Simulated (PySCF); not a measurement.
## Isomerisation enthalpies of C4H10

**What was measured.**

From Active Thermochemical Tables 1.112, for the gas at 298.15 K: enthalpy of formation of `CC(C)C` -135.36 ± 0.4 kJ/mol; enthalpy of formation of `CCCC` (butane) -125.85 ± 0.38 kJ/mol.

How close the calculation comes is told at the end.

Differences of these values give the isomerisation enthalpies. Geometries: PBE0-D3(BJ)/def2-SVP; runs in PySCF, gas phase, with a dispersion term only where the level names one. Total electronic energies (Eh):

```json
{"SMILES": "CC(C)C", "PBE0-D3(BJ)/def2-SVP": "-158.14823"}
{"SMILES": "CCCC", "PBE0-D3(BJ)/def2-SVP": "-158.14671"}
```

Geometry of `CC(C)C` (Å):
```
atom  x, y, z in Å
C1    -0.0429    1.3825   -0.5866
C2     0.0598    0.1043    0.2385
C3     1.2501   -0.7410   -0.2021
C4    -1.2365   -0.6961    0.1781
H5     0.8749    1.9866   -0.5109
H6    -0.1998    1.1480   -1.6531
H7    -0.8865    2.0094   -0.2573
H8     0.2264    0.3962    1.2921
H9     2.1926   -0.1747   -0.1400
H10    1.1290   -1.0718   -1.2476
H11    1.3580   -1.6428    0.4209
H12   -1.1809   -1.6026    0.8011
H13   -2.0953   -0.1009    0.5261
H14   -1.4509   -1.0161   -0.8558
```

Geometry of `CCCC` (Å):
```
atom  x, y, z in Å
C1     1.882   -0.515    0.370
C2     0.448   -0.070    0.611
C3    -0.448   -0.216   -0.611
C4    -1.882    0.229   -0.370
H5     2.351    0.070   -0.437
H6     2.503   -0.397    1.271
H7     1.926   -1.576    0.073
H8     0.438    0.984    0.942
H9     0.015   -0.648    1.448
H10   -0.438   -1.271   -0.942
H11   -0.015    0.361   -1.448
H12   -1.926    1.289   -0.073
H13   -2.503    0.110   -1.271
H14   -2.351   -0.356    0.437
```

Zero-point and thermal terms are left out, so the computed numbers are electronic energies.

**Comparison with experiment**

Relative to `CC(C)C`, the lowest by measurement, in kJ/mol (measured: enthalpies at 298.15 K; computed: electronic energies):

```tsv
SMILES	measured	PBE0-D3(BJ)/def2-SVP
CC(C)C	0.0	0.0
CCCC	9.5	4.0
```

Measured values: -135.36 kJ/mol (298.15 K; Active Thermochemical Tables 1.112) for the first row; the others come from the same table. Unsigned miss: PBE0-D3(BJ)/def2-SVP 5.5 kJ/mol. One conformer stands for `CCCC`, not necessarily the lowest, while the measurement averages over conformers. Where a level misses, the cause wasn't examined.
